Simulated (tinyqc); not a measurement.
Inside a calculation. Method: Pariser-Parr-Pople SCF with singles CI, for the molecule OC=C1C=C1 (SMILES; centres numbered as the heavy atoms are written). One step of it, computed by the program tinyqc.

Question. PPP integrals. Ohno: gamma = 14.399645/sqrt(R^2 + a^2), a = 2 x 14.399645/(gamma_rr + gamma_ss); H_rr = -W_r - sum_(s != r) z_s gamma_rs; H_rs = beta for bonds.

Centres (angstrom, eV; a flat drawing with bonds scaled to 1.40 angstrom):
```
centre          x          y  core charge z          W   gamma_rr
1O      -2.084000   0.387000              2  33.000000  21.500000
2C      -1.065000  -0.573000              1  11.160000  11.130000
3C       0.276000  -0.170000              1  11.160000  11.130000
4C       1.638000  -0.492000              1  11.160000  11.130000
5C       1.236000   0.849000              1  11.160000  11.130000
```

Resonance integrals (eV):
```
i  j       beta
1  2  -2.080000
2  3  -2.220000
3  4  -2.220000
4  5  -2.220000
5  3  -2.220000
```

Give: repulsion gamma_rs; core matrix H.

Answer.

repulsion gamma_rs (eV), order 1O, 2C, 3C, 4C, 5C:
$$\begin{pmatrix}
21.5000 & 8.7008 & 5.5802 & 3.6688 & 4.1543 \\
8.7008 & 11.1300 & 7.5531 & 4.8035 & 4.8024 \\
5.5802 & 7.5531 & 11.1300 & 7.5552 & 7.5539 \\
3.6688 & 4.8035 & 7.5552 & 11.1300 & 7.5540 \\
4.1543 & 4.8024 & 7.5539 & 7.5540 & 11.1300
\end{pmatrix}$$

core matrix H (eV), order 1O, 2C, 3C, 4C, 5C:
$$\begin{pmatrix}
-55.1041 & -2.0800 & 0.0000 & 0.0000 & 0.0000 \\
-2.0800 & -45.7206 & -2.2200 & 0.0000 & 0.0000 \\
0.0000 & -2.2200 & -44.9827 & -2.2200 & -2.2200 \\
0.0000 & 0.0000 & -2.2200 & -38.4102 & -2.2200 \\
0.0000 & 0.0000 & -2.2200 & -2.2200 & -39.3788
\end{pmatrix}$$
